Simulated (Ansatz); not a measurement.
Born–Oppenheimer molecular dynamics of ClH5Si (7 atoms, charge 0, multiplicity 1). It starts at the highest image of a converged band. Of that band: Neighbouring images differ by up to 1.4 eV, so the band resolves the path poorly. A vibrational analysis at the climbing image gives 2 clearly imaginary modes (1125i, 128i cm⁻¹): a point of higher order, so a lower path passes nearby.

The calculation used RKS B3LYP/def2-SVP (Ansatz).

```
ensemble                      : NVE (velocity Verlet)
time step                     : 0.5 fs
steps asked                   : 200
starting velocities drawn for : 300 K
seed                          : 11722
```

First frame:

```xyz
7
Properties=species:S:1:pos:R:3
Si -0.155 0.000 -0.058
Cl -0.206 0.000 2.554
H 1.306 0.000 0.213
H -0.475 1.250 -0.802
H -0.475 -1.250 -0.802
H -1.746 0.000 0.545
H -1.358 0.000 1.431
```

Task: What does the run give?

Result: The run went to its last step.

```yaml
steps_done: 200
time_covered: 100 fs
mean_temperature_over_the_second_half: 2776 K
spread_of_the_potential_energy_over_the_second_half: 8.3 meV per atom
mean_potential_energy_of_the_second_half_above_the_start: -228.6 meV per atom
```

The conserved energy stayed within 0.27 meV per atom of its start (net change 0.07 meV per atom), so the integration is sound. The kinetic energy rose, since the run started high on the potential surface and went downhill. It ends in pieces (ClH + H4Si), so much of that is their flight and rotation, not heat. A run of 0.1 ps of so small a system gives no equilibrium averages. The orbitals stay closed-shell, which can raise the energy where a bond breaks towards radicals; this wasn't checked here.

Task: What happens to the structure?

Result: Between its relaxed ends the band would form Si1–H6, Cl2–H7 and break Si1–Cl2, H6–H7. These pairs go: Si1–H6 1.70 → 1.47 Å, Cl2–H7 1.61 → 1.33 Å, Si1–Cl2 2.61 → 5.51 Å, H6–H7 0.97 → 5.64 Å. In the last frame they stand as after the step (other bonds may differ from the relaxed reactants and products). It ends as ClH + H4Si. Pairs count as bonded within 1.25 times the sum of covalent radii (0.12 Å more for H–H). This is one draw of velocities; another would differ in detail.

Task: How do temperature and energy run in time?

Result: 
```tsv
time (fs)	T (K)	potential energy less start (eV)	conserved less start (meV/atom)
0	300	0.000	0.00
3	108	0.125	0.18
6	174	0.082	0.04
9	116	0.120	0.12
12	117	0.120	0.16
15	358	-0.037	0.06
18	499	-0.127	0.17
21	835	-0.346	-0.03
24	1045	-0.481	0.01
27	1218	-0.592	0.14
30	1650	-0.873	-0.03
33	1725	-0.920	0.16
36	2071	-1.145	-0.13
39	2029	-1.116	0.17
42	2336	-1.315	0.03
45	2545	-1.451	0.08
48	2639	-1.512	0.00
51	2635	-1.508	0.08
54	2712	-1.559	0.03
57	2761	-1.589	0.19
60	2930	-1.700	-0.11
63	2653	-1.519	0.21
66	2894	-1.677	-0.10
69	2683	-1.538	0.24
72	2802	-1.617	0.01
75	2768	-1.594	0.09
78	2857	-1.653	0.00
81	2859	-1.653	0.08
84	2713	-1.559	0.08
87	2662	-1.526	0.15
90	2898	-1.680	-0.09
93	2801	-1.615	0.13
96	2861	-1.655	0.00
99	2682	-1.538	0.14
```

Run time: 3.5 min on 1 thread of Arm Neoverse V2, on a shared host, peak memory 0.1 GiB.
